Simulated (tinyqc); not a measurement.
Inside a calculation. Method: CIS on RHF in the sto-3g basis, for BH2+, spin multiplicity 1. One step of it, computed by the program tinyqc.

Question. CIS matrix, triplets. A(ia,jb) = (e_a - e_i) d_ij d_ab - (ij|ab).

orbital energies (hartree): MO1 -7.949099, MO2 -0.995260, MO3 -0.859697, MO4 -0.233493, MO5 -0.176300, MO6 0.248401, MO7 0.376131

Two-electron integrals over orbitals (pq|rs), unique and non-zero (hartree):
```
(11|11) 2.891008    (21|11) -0.258140   (21|21) 0.036640    (22|11) 0.623507
(22|21) -0.008302   (22|22) 0.477652    (31|31) 0.009175    (32|31) 0.015684
(32|32) 0.146170    (33|11) 0.569919    (33|21) -0.003714   (33|22) 0.472468
(33|33) 0.492715    (41|11) 0.130723    (41|21) -0.016154   (41|22) 0.012727
(41|33) 0.006192    (41|41) 0.025558    (42|11) -0.062710   (42|21) 0.006137
(42|22) 0.023264    (42|33) 0.016922    (42|41) 0.014860    (42|42) 0.069267
(43|31) -0.002118   (43|32) 0.020100    (43|43) 0.028695    (44|11) 0.713622
(44|21) -0.012129   (44|22) 0.447922    (44|33) 0.435267    (44|41) -0.011246
(44|42) -0.068322   (44|44) 0.587558    (51|51) 0.021687    (52|51) 0.021992
(52|52) 0.074901    (53|53) 0.019850    (54|51) -0.010926   (54|52) -0.029172
(54|54) 0.041461    (55|11) 0.742006    (55|21) -0.009727   (55|22) 0.474366
(55|33) 0.445779    (55|41) 0.004531    (55|42) -0.031528   (55|44) 0.512040
(55|55) 0.586773    (61|11) -0.205606   (61|21) 0.031171    (61|22) -0.002207
(61|33) -0.001086   (61|41) -0.004435   (61|42) 0.013038    (61|44) -0.016124
(61|55) -0.005553   (61|61) 0.031345    (62|11) 0.194000    (62|21) -0.006885
(62|22) 0.044225    (62|33) 0.007957    (62|41) 0.012521    (62|42) -0.001884
(62|44) 0.062249    (62|55) 0.096782    (62|61) -0.000224   (62|62) 0.087159
(63|31) 0.000408    (63|32) -0.070948   (63|43) -0.022469   (63|63) 0.077158
(64|11) 0.075415    (64|21) 0.000404    (64|22) 0.023373    (64|33) 0.003913
(64|41) 0.007118    (64|42) 0.008329    (64|44) 0.031813    (64|55) 0.033649
(64|61) 0.004443    (64|62) 0.045234    (64|64) 0.030830    (65|51) 0.017588
(65|52) 0.053136    (65|54) -0.012368   (65|65) 0.045216    (66|11) 0.610672
(66|21) -0.007067   (66|22) 0.483536    (66|33) 0.478399    (66|41) 0.021566
(66|42) 0.056558    (66|44) 0.415768    (66|55) 0.452627    (66|61) 0.003839
(66|62) 0.026863    (66|64) 0.020700    (66|66) 0.533317    (71|31) 0.014261
(71|32) 0.021323    (71|43) -0.003860   (71|63) 0.001039    (71|71) 0.022340
(72|31) 0.007457    (72|32) -0.018825   (72|43) -0.029081   (72|63) 0.051145
(72|71) 0.011144    (72|72) 0.053459    (73|11) 0.217684    (73|21) -0.006585
(73|22) 0.036099    (73|33) 0.024345    (73|41) -0.001289   (73|42) -0.048926
(73|44) 0.102669    (73|55) 0.103087    (73|61) -0.006778   (73|62) 0.069918
(73|64) 0.030425    (73|66) -0.009003   (73|73) 0.106220    (74|31) -0.008641
(74|32) -0.066092   (74|43) 0.007943    (74|63) 0.036669    (74|71) -0.012747
(74|72) 0.002991    (74|74) 0.051200    (75|53) 0.016598    (75|75) 0.018260
(76|31) 0.010524    (76|32) 0.120683    (76|43) 0.031597    (76|63) -0.083405
(76|71) 0.014322    (76|72) -0.044532   (76|74) -0.053592   (76|76) 0.127965
(77|11) 0.662190    (77|21) -0.009595   (77|22) 0.472641    (77|33) 0.492794
(77|41) 0.003653    (77|42) -0.000460   (77|44) 0.468392    (77|55) 0.465346
(77|61) -0.007681   (77|62) 0.008260    (77|64) 0.000335    (77|66) 0.487610
(77|73) 0.034396    (77|77) 0.522803
```

Give: CIS matrix A, triplet.

Answer.

CIS matrix A, triplet (hartree):
```
         1>4     1>5      1>6      1>7      2>4     2>5      2>6      2>7
1>4   7.0020  0.0000  -0.0754   0.0000   0.0121  0.0000  -0.0004   0.0000
1>5   0.0000  7.0308   0.0000   0.0000   0.0000  0.0097   0.0000   0.0000
1>6  -0.0754  0.0000   7.5868   0.0000  -0.0004  0.0000   0.0071   0.0000
1>7   0.0000  0.0000   0.0000   7.6630   0.0000  0.0000   0.0000   0.0096
2>4   0.0121  0.0000  -0.0004   0.0000   0.3138  0.0000  -0.0234   0.0000
2>5   0.0000  0.0097   0.0000   0.0000   0.0000  0.3446   0.0000   0.0000
2>6  -0.0004  0.0000   0.0071   0.0000  -0.0234  0.0000   0.7601   0.0000
2>7   0.0000  0.0000   0.0000   0.0096   0.0000  0.0000   0.0000   0.8988
3>4   0.0000  0.0000   0.0000   0.0086   0.0000  0.0000   0.0000   0.0661
3>5   0.0000  0.0000   0.0000   0.0000   0.0000  0.0000   0.0000   0.0000
3>6   0.0000  0.0000   0.0000  -0.0105   0.0000  0.0000   0.0000  -0.1207
3>7   0.0086  0.0000  -0.0105   0.0000   0.0661  0.0000  -0.1207   0.0000

         3>4     3>5      3>6      3>7
1>4   0.0000  0.0000   0.0000   0.0086
1>5   0.0000  0.0000   0.0000   0.0000
1>6   0.0000  0.0000   0.0000  -0.0105
1>7   0.0086  0.0000  -0.0105   0.0000
2>4   0.0000  0.0000   0.0000   0.0661
2>5   0.0000  0.0000   0.0000   0.0000
2>6   0.0000  0.0000   0.0000  -0.1207
2>7   0.0661  0.0000  -0.1207   0.0000
3>4   0.1909  0.0000  -0.0039   0.0000
3>5   0.0000  0.2376   0.0000   0.0000
3>6  -0.0039  0.0000   0.6297   0.0000
3>7   0.0000  0.0000   0.0000   0.7430
```
